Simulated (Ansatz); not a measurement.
## Worked example: Ge–Si–OH⁺, triplet against Ge–Si–OH, quartet

Geometry (PBE0/def2-TZVP stationary point of a quartet), kept for both states (Ge–Si–OH, quartet: A''; Ge–Si–OH⁺, triplet: A''):

```yaml
atoms:
  - { symbol: Ge, position_ang: [0.0000, -0.0870, 1.0333] }
  - { symbol: Si, position_ang: [0.0000, 0.6235, -1.2570] }
  - { symbol: O, position_ang: [0.0000, -0.6673, -2.2813] }
  - { symbol: H, position_ang: [0.0000, -0.5139, -3.2303] }
```

Basis cc-pVDZ; Ansatz 0.2.0. Correlated methods freeze the noble-gas cores and the filled d shells of p-block atoms. Prefix R: restricted or restricted open-shell reference; prefix U: unrestricted. No spin–orbit coupling is included, and no scalar relativity.

Full CI isn't at hand for all of this; UCCSDT(Q) serves as the reference, and is uncertain by about the last step of the cluster series.

| level | E(Ge–Si–OH, quartet) (hartree) | E(Ge–Si–OH⁺, triplet) (hartree) |
| --- | --- | --- |
| UHF | -2439.682495 | -2439.441045 |
| UMP2 | -2439.997219 | -2439.739982 |
| UCCSD(T) | -2440.038108 | -2439.783281 |
| PBE | -2441.701201 | -2441.441878 |
| PBE0 | -2441.775044 | -2441.511755 |
| UCCSDT(Q) | -2440.040883 | -2439.786364 |

Give the vertical gap, Ge–Si–OH⁺ triplet less Ge–Si–OH quartet, at each level in eV (1 hartree = 27.2114 eV), and each error against UCCSDT(Q).

UCCSDT(Q): (-2439.786364 − (-2440.040883)) × 27.2114 = 6.926 eV (the reference)
PBE0: (-2441.511755 − (-2441.775044)) × 27.2114 = 7.164 eV, error 0.238 eV
PBE: (-2441.441878 − (-2441.701201)) × 27.2114 = 7.057 eV, error 0.131 eV
UCCSD(T): (-2439.783281 − (-2440.038108)) × 27.2114 = 6.934 eV, error 0.008 eV
UMP2: (-2439.739982 − (-2439.997219)) × 27.2114 = 7.000 eV, error 0.074 eV
UHF: (-2439.441045 − (-2439.682495)) × 27.2114 = 6.570 eV, error -0.356 eV

Total energies of functionals can't be set beside those of wave-function methods, since they hold the core's correlation and their own absolute errors; only the differences compare.

In so small a basis the reference is far from its limit while semilocal and hybrid functionals are nearer theirs, so the functionals' errors here hold much of the reference's basis and frozen-core error, which can add to them or hide them.

Each level lands on the state that its own search finds. T1 diagnostics of restricted CCSD: 0.023 and 0.043.
